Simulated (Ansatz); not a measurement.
Ansatz (an electronic-structure program) input (PBE/6-311+G**): The .json file is the Basis Set Exchange's 6-311+G**.

Ansatz 0.2 input:
```yaml
crystal:
  periodic: [false, false, false]
  atoms:
    - {symbol: Si, position_ang: [0.00120404, 0.00180886, 1.38646730]}
    - {symbol: Si, position_ang: [-0.00120404, -0.00180886, -1.38646730]}
    - {symbol: H, position_ang: [0.00036886, 1.45904824, 1.58578438]}
    - {symbol: H, position_ang: [-1.25989583, -0.72729025, 1.58973123]}
    - {symbol: H, position_ang: [1.26366332, -0.72554387, 1.58753743]}
    - {symbol: H, position_ang: [-0.02742193, -1.45881578, -1.58576119]}
    - {symbol: H, position_ang: [-1.24993550, 0.74885627, -1.58757977]}
    - {symbol: H, position_ang: [1.27322108, 0.70374539, -1.58971209]}
basis:
  gaussian:
    orbitals: 6-311+G__.json
hamiltonian:
  xc: {name: PBE}
total_charge: 1
magnetization: {spin_polarized: true, initial_magnetization: 1}
output: {forces: true}
```

Output:

```
Functional definition: PBE
integrals: 0.03 GiB planned
736 factors; their error is unknown
mean field: 0.28 GiB planned
mean field evaluation 1: about -15833.3496 eV, gradient 1.4e1 eV
mean field evaluation 2: about -15834.5414 eV, gradient 7.2e0 eV
mean field evaluation 4: about -15834.8280 eV, gradient 1.5e-1 eV
mean field evaluation 8: about -15834.8190 eV, gradient 8.3e-2 eV
mean field -15834.81900756 eV, -581.9188653021 hartree, gradient 5.0e-5 eV, S^2 0.752243; 0 other end points of the search recorded, 0 dependent functions left out
the calculation of the forces begins
reference -15834.81906174 eV, -581.9188672931 hartree; 17, 16 occupied and 81, 82 virtual orbitals, 736 factors
Total energy: -15834.81906174 eV, -581.9188672931 hartree
Atom 0 at     0.001204     0.001809     1.386467 Å, force    -0.000220    -0.000302    -0.220240 eV/Å
Atom 1 at    -0.001204    -0.001809    -1.386467 Å, force     0.000224     0.000299     0.220240 eV/Å
Atom 2 at     0.000369     1.459048     1.585784 Å, force     0.000359     0.320816     0.025993 eV/Å
Atom 3 at    -1.259896    -0.727290     1.589731 Å, force    -0.277948    -0.160064     0.026881 eV/Å
Atom 4 at     1.263663    -0.725544     1.587537 Å, force     0.277665    -0.160647     0.026374 eV/Å
Atom 5 at    -0.027422    -1.458816    -1.585761 Å, force    -0.005201    -0.320775    -0.025983 eV/Å
Atom 6 at    -1.249936     0.748856    -1.587580 Å, force    -0.275209     0.164821    -0.026388 eV/Å
Atom 7 at     1.273221     0.703745    -1.589712 Å, force     0.280331     0.155851    -0.026878 eV/Å
Dipole moment:    -0.000001     0.000000     0.000000 e Å
```

The dipole moment of an ion depends on the origin.

The geometry given is a B3LYP-D3(BJ)/def2-TZVP minimum.
